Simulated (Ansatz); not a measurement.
## H4NOSi, SMILES [O]N[SiH3]: a relaxed scan of one distance, step by step

With Ansatz's Python interface.

Contents of `h4nosi.xyz`:
```text
7

O     1.73780   -0.81210   -0.16870
N     1.03950    0.33140   -0.35920
Si   -0.67700   -0.05160   -0.03120
H     1.34600    0.99830    0.38390
H    -0.81150   -0.58580    1.33250
H    -1.15130   -1.05160   -0.99960
H    -1.48360    1.17140   -0.15770
```

The cells in order, each with its output:

**Cell 1**
```python
import ansatz as az
import numpy as np
```

**Cell 2**
```python
BASIS = 'def2-SVP'
XC = 'HF'
```

**Cell 3**
```python
geometry = az.Crystal.molecule_from_extxyz('h4nosi.xyz')
```

**Cell 4**
```python
calculation = geometry.calculation().basis(gaussian=BASIS).functional(XC).spin('collinear', total=1)
symbols = [site.symbol for site in geometry.cartesian_sites]
pairs = [(0, 1), (1, 2), (1, 3), (2, 4), (2, 5), (2, 6)]
print('held (A)   E (eV)        ', '  '.join(f'{symbols[i]}{i}-{symbols[j]}{j}' for i, j in pairs))
for length in [1.35, 1.47, 1.59, 1.76, 1.99]:
    rep = calculation.relax(constraints=[az.DistanceConstraint((2, 6), at=length)], force_tolerance=0.02, max_steps=60).run(threads=1).report
    xyz = np.array(rep['positions_ang'])
    print(f'{length:6.2f} {rep["free_energy_ev"]:14.5f}  ', '  '.join(f'{np.linalg.norm(xyz[i] - xyz[j]):.3f}' for i, j in pairs))
```
Output:
```text
held (A)   E (eV)         O0-N1  N1-Si2  N1-H3  Si2-H4  Si2-H5  Si2-H6
DeckWarning: relax.constraints: the input's atoms, or those drawn, lie off the distances that are held; a relaxation that starts there is brought onto them ahead of its first SCF, by positions alone, an atom by 6.02e-2 Å at the most. With the symmetry [...]
  1.35   -11437.14146   1.274  1.767  1.007  1.478  1.478  1.350
  1.47   -11437.33923   1.274  1.765  1.007  1.476  1.476  1.470
  1.59   -11437.23518   1.274  1.763  1.007  1.474  1.474  1.590
  1.76   -11436.80340   1.274  1.760  1.006  1.472  1.472  1.760
  1.99   -11435.98893   1.275  1.756  1.006  1.469  1.469  1.990
```

Total energies depend on the basis set; only differences at equal settings carry meaning. Warnings are shown shortened and without file and line. The energies are electronic: no zero-point or thermal terms, and the basis set is short of its limit. The species is open-shell (spin multiplicity 2). The whole script took 56 s on 1 thread of Arm Neoverse V2, on a shared host, peak memory 0.2 GiB.
